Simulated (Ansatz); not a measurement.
Eight cases of atomisation energy with Al to Br (electronic energies, kcal/mol), geometries: B3LYP-D3(BJ)/def2-TZVP. Functionals by Ansatz (a quantum-chemistry and plane-wave program) in def2-TZVPD; columns hold the difference against the high level (Ansatz, AFQMC by cisd_afqmc): A = CCSD(T)/CBS(cc-pV(Q+d)Z,cc-pV(5+d)Z) + [CCSDT(Q) - CCSD(T)]/cc-pV(5+d)Z + [FCI - CCSDT(Q)]/cc-pV(T+d)Z + core + X2C; B = CCSD(T)/CBS(cc-pV(Q+d)Z,cc-pV(5+d)Z) + [CCSDT(Q) - CCSD(T)]/cc-pV(D+d)Z + core + X2C; C = CCSD(T)/CBS(cc-pV(Q+d)Z,cc-pV(5+d)Z) + [CCSDT(Q) - CCSD(T)]/cc-pV(Q+d)Z + [CCSDTQ - CCSDT(Q)]/cc-pV(D+d)Z + core + X2C; D = CCSD(T)/CBS(cc-pV(Q+d)Z,cc-pV(5+d)Z) + [CCSDT(Q) - CCSD(T)]/cc-pV(T+d)Z + [CCSDTQ - CCSDT(Q)]/cc-pV(D+d)Z + core + X2C; E = CCSD(T)/CBS(cc-pV(Q+d)Z,cc-pV(5+d)Z) + [CCSDT(Q) - CCSD(T)]/cc-pV(T+d)Z + core + X2C; F = CCSD(T)/CBS(cc-pVQZ,cc-pV5Z) + [CCSDT(Q) - CCSD(T)]/cc-pV5Z + [CCSDTQ - CCSDT(Q)]/cc-pVDZ; G = CCSD(T)/CBS(cc-pVQZ,cc-pV5Z) + [CCSDT(Q) - CCSD(T)]/cc-pV5Z + [CCSDTQ - CCSDT(Q)]/cc-pVTZ. The cases were drawn at random from those of this class that have a high level and all functionals, leaving out states under which another spin lies or may lie. Left out are anions, K, Ca, elements past Kr, ionisation of Li, Na and Mg, pi-pi* triplets of linear molecules and other triplets made from a closed-shell parent. Runs that doubt their state, and full CI more than 15 mEh from coupled cluster, are set aside; a case stays where another high level and all functionals remain. AFQMC serves as high level only in triple zeta or larger, with a steady walk, a bar under 0.8 kcal/mol and agreement with other high levels or trials where they ran; where none ran, an unstable determinant or (outside 3d species) a high T1 diagnostic also bars it, so strongly correlated cases are thinned. No case was kept or dropped by the size of a functional's miss. Each difference is the functional minus the high level; affinities count positive where energy is released, gaps as the second state minus the first. UHF or UKS for unpaired electrons; spin-orbit terms are left out. Cores are frozen in correlated methods (noble-gas shells, and filled d and f shells in the p block). Rows without X2C or -DK are non-relativistic. CBS(X,Y): correlation extrapolated as X^-3, Hartree-Fock from the larger set (Q,5: extrapolated as (X+1)exp(-9√X)). A bracket is a step between two methods taken in the basis named. Functionals run without relativity, which enters their misses. Double hybrids freeze cores in their MP2 part. '+ core + X2C': CCSD(T) terms for core correlation (cc-pwCVTZ, 1s frozen past Ne) and scalar relativity (cc-pVTZ-DK). Full CI freezes restricted core orbitals, also for open shells; the composite that ends in it estimates full CI at the basis-set limit. For partners of very few electrons the exact lower level stands in for a higher one. The restricted determinant of As2 ([As]#[As], singlet) is unstable towards broken spin symmetry in at least one set run. The UHF reference of C2H2Cl ([CH]=CCl, doublet) is spin-contaminated (<S^2> up to 0.20 over the pure value in the sets run).

| case | level | value |
|---|---|---|
| As2 (SMILES [As]#[As]) | F | 90.3 |
| H3SiO (SMILES O[SiH2], doublet) | E | 364.9 |
| C2H2Cl (SMILES [CH]=CCl, doublet) | B | 425.0 |
| H4SiO (hydroxysilane, SMILES O[SiH3]) | E | 462.6 |
| PH (SMILES [PH], triplet) | A | 73.4 |
| SiCl (SMILES [Si]Cl, doublet) | C | 103.0 |
| COS (sulfanylidenemethanone, SMILES O=C=S) | D | 335.7 |
| AsH (SMILES [AsH], triplet) | G | 66.5 |

**Question.** Predict the difference of PBE, B2PLYP, CAM-B3LYP for each case and sum up.

**Answer.** 
```csv
case,PBE,B2PLYP,CAM-B3LYP
As2 (SMILES [As]#[As]),8.8,1.9,-3.0
"H3SiO (SMILES O[SiH2], doublet)",-1.1,-5.9,0.3
"C2H2Cl (SMILES [CH]=CCl, doublet)",17.7,-5.6,-1.8
"H4SiO (hydroxysilane, SMILES O[SiH3])",-8.4,-8.6,-1.4
"PH (SMILES [PH], triplet)",1.5,0.2,3.3
"SiCl (SMILES [Si]Cl, doublet)",3.2,-2.5,-2.8
"COS (sulfanylidenemethanone, SMILES O=C=S)",23.6,-1.1,-4.0
"AsH (SMILES [AsH], triplet)",1.7,0.4,3.7
```
PBE: mean +5.9, mean absolute 8.3, median absolute 5.8, largest +23.6; B2PLYP: mean -2.6, mean absolute 3.3, median absolute 2.2, largest -8.6; CAM-B3LYP: mean -0.7, mean absolute 2.5, median absolute 2.9, largest -4.0 kcal/mol. PBE lies above in 6 and below in 2 of the eight.
